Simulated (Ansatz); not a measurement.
C3H5F, SMILES `C/C=C\F`, relaxed with RKS PBE0-D4/def2-TZVP in the Gaussian-basis code of Ansatz from a PBE-D4/def2-SVP geometry. The force threshold is 0.005 eV/Å; the program also tests the step.

Total charge 0; spin multiplicity 1.

Start:

```xyz
9

C     0.083    0.360    1.089
C     0.260   -0.495   -0.128
C    -0.236   -0.220   -1.344
F    -0.966    0.885   -1.599
H    -0.420   -0.201    1.906
H     1.062    0.694    1.495
H    -0.522    1.258    0.864
H     0.841   -1.428   -0.045
H    -0.103   -0.852   -2.238
```

Problem. By how much does the energy fall, and how many steps does the optimiser take? (Best estimate.)

Solution. Ansatz gave: 4.32 kJ/mol, in 4 steps.

Problem. Which bonds change most? (Estimate.)

Solution. Computed: C2–C3 from 1.342 to 1.320 Å; C3–H9 from 1.103 to 1.083 Å; C2–H8 from 1.102 to 1.085 Å; C1–H6 from 1.111 to 1.094 Å.

Problem. Give the relaxed structure. (Estimate.)

Solution. Ansatz gave: 
```xyz
9

C     0.081    0.359    1.082
C     0.256   -0.487   -0.130
C    -0.230   -0.224   -1.329
F    -0.958    0.873   -1.587
H    -0.415   -0.200    1.880
H     1.050    0.681    1.475
H    -0.512    1.247    0.866
H     0.828   -1.405   -0.047
H    -0.100   -0.844   -2.209
```
